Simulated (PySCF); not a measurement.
Vertical excitation energies

Species: C4H5N.
Bonds: C1–C2 (triple), C2–C3, C3–N4, N4–C5 (double). Hydrogens: H6 on C1; H7, H8 on C3; H9, H10 on C5.

Theory: PySCF 2.14.0, density-fitted response routines, TDDFT PBE0/def2-SVPD, vertical, gas phase, core orbitals frozen in the response. One conformer (not necessarily the lowest) at the PBE0-D3(BJ)/def2-SVP geometry, without solvent, vibrations or thermal averaging. Torsions of this conformer, `[CH:1]#[C:2][CH2:3][N:4]=[CH2:5]`: C2–C3–N4–C5 0°.

```
state  λ (nm)  E (eV)       f  symmetry   main configurations (H = HOMO, L = LUMO)
   S1   243.6    5.09  0.0017         –                                  H→L (99%)
   S2   192.9    6.43  0.0004         –                 H-1→L+1 (73%), H-2→L (10%)
   S3   192.6    6.44   0.024        A′                                H-1→L (86%)
   S4   188.2    6.59  0.0000         –                 H-2→L (78%), H-1→L+1 (14%)
   S5   180.5    6.87   0.058        A′    H→L+1 (66%), H-1→L+3 (15%), H-1→L (10%)
   S6   176.5    7.03   0.010        A′  H-2→L+1 (38%), H-1→L+3 (29%), H→L+1 (26%)
   S7   175.1    7.08  0.0007         –    H-2→L+3 (47%), H→L+3 (39%), H-2→L (11%)
   S8   167.5    7.40   0.019        A′                                H→L+2 (93%)
   S9   166.7    7.44  0.0001         –                 H→L+3 (58%), H-2→L+3 (40%)
  S10   162.2    7.64   0.026        A″                              H-1→L+2 (91%)
```

Triplets (Tamm–Dancoff): T1 4.20 eV, H→L (96%); T2 4.87 eV, H-3→L (74%), H-1→L (21%); T3 5.24 eV, H-2→L+1 (43%), H-1→L+3 (35%); T4 5.73 eV, H-1→L+1 (61%), H-2→L+3 (20%).

The lowest singlet comes at 244 nm (491 kJ/mol) in the ultraviolet; it is very weak; its leading configuration is HOMO→LUMO (99%). The strongest level in the table is S5 at 6.87 eV (181 nm, f = 0.058). S2/S3 lie within about 0.01 eV of each other. Löwdin shares by element: HOMO nitrogen 59%, carbon 21% or more, hydrogen 6% or more; LUMO carbon 39% or more, nitrogen 36%, hydrogen 15% or more. The oscillator strengths of these states sum to 0.141; summed over the whole spectrum of an exact calculation they would give the number of electrons, 36 (Thomas–Reiche–Kuhn). The listed states span 2.55 eV, and the widest gap between neighbours is 1.34 eV (S1 to S2). Orbital energies (eV): HOMO-3 -9.17, HOMO-2 -8.31, HOMO-1 -7.98, HOMO -7.59, LUMO -0.45, LUMO+1 0.56, LUMO+2 0.91. No computed singlet lies in the visible range (380 to 750 nm); the lowest, at 244 nm, stands 1.83 eV above its violet end (3.26 eV). The vertical ionisation energy (ΔSCF) is 9.75 eV, 2.11 eV above S10. Symmetry labels in Cs follow from the direction of the transition dipole and are given only for states with f of 0.002 or more. Singlets were solved by full linear response, triplets in the Tamm–Dancoff approximation.

The run took 56 s on one thread of an Arm Neoverse V1 (shared host).
